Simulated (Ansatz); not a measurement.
AlSi₂⁺. Charge 1, multiplicity 5. Geometry PBE0-D4/def2-TZVP; atoms count from 1.

```csv
atom,x (Å),y (Å),z (Å)
Al1,0.824,0.618,-1.170
Si2,-0.803,-1.156,-0.138
Si3,-0.020,0.538,1.308
```

At PBE0-D4/def2-TZVP a triplet of charge 1 lies 0.56 eV below the quintet, each at its own geometry. The structure comes from a short search, and lower isomers may exist.

**Question.** Estimate the Mulliken populations from the PBE0/def2-TZVP orbitals of Ansatz.

**Answer.** 
```json
{"atom": "Al1", "charge (e)": "0.53", "spin (α − β)": "0.94"}
{"atom": "Si2", "charge (e)": "0.24", "spin (α − β)": "1.53"}
{"atom": "Si3", "charge (e)": "0.24", "spin (α − β)": "1.53"}
```
Mulliken values depend strongly on the basis.

**Question.** Where does the spin sit?

**Answer.** Summed by element: Al 0.94, Si 3.06, of 4 unpaired in all. Largest on single atoms: Si2 1.53, Si3 1.53, Al1 0.94.

**Question.** And the Mayer bond orders between heavy atoms (over 0.3)?

**Answer.** Al1–Si2 0.78 (2.62 Å); Al1–Si3 0.78 (2.62 Å); Si2–Si3 1.27 (2.36 Å).
